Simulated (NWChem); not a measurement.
# fluorine (F$_{2}$); SMILES FF

```xyz
2

F      0.0000     0.0000     0.6882
F      0.0000     0.0000    -0.6882
```
Atoms are numbered in this order, from 1.

All runs: NWChem. Pople sets run with spherical d functions. Structure relaxed at the PBE0/def2-SVP level.

For level B3LYP/3-21G:

- highest occupied level (eV): -9.79

**Question.** What are these values for level B3LYP/6-31G*?

**Answer.** The highest occupied level (eV) is -10.55.
